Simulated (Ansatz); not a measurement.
Consider Nb in the bcc (W type) structure (space group Im-3m, No. 229).

```
CELL_PARAMETERS angstrom
     -1.63563     1.63563     1.63563
      1.63563    -1.63563     1.63563
      1.63563     1.63563    -1.63563
ATOMIC_POSITIONS crystal
  Nb 0.00000 0.00000 0.00000
```

Computed with plane-wave PAW DFT at the PBEsol level (Ansatz, a program for electronic structure, 420 eV), no SOC.

Now apply this change: V takes the place of Nb on all its sites; the structure is relaxed again.

Measured lattice parameter a: Nb 3.294 Å (static lattice; corrected from measurement; as listed in Daniel Mejia-Rodriguez, S. B. Trickey, Phys. Rev. B (2018)); V 3.021 Å (static lattice; corrected from measurement; as listed in Daniel Mejia-Rodriguez, S. B. Trickey, Phys. Rev. B (2018)).

Problem. How well does PBEsol reproduce the measured shift?

Solution. With PBEsol the lattice parameter a moves by -0.313 Å (3.271 → 2.959) against -0.273 Å measured.

Whether these cells are dynamically stable was not tested. Seeded moments were not kept for Nb → V. The final runs are not spin-polarised.
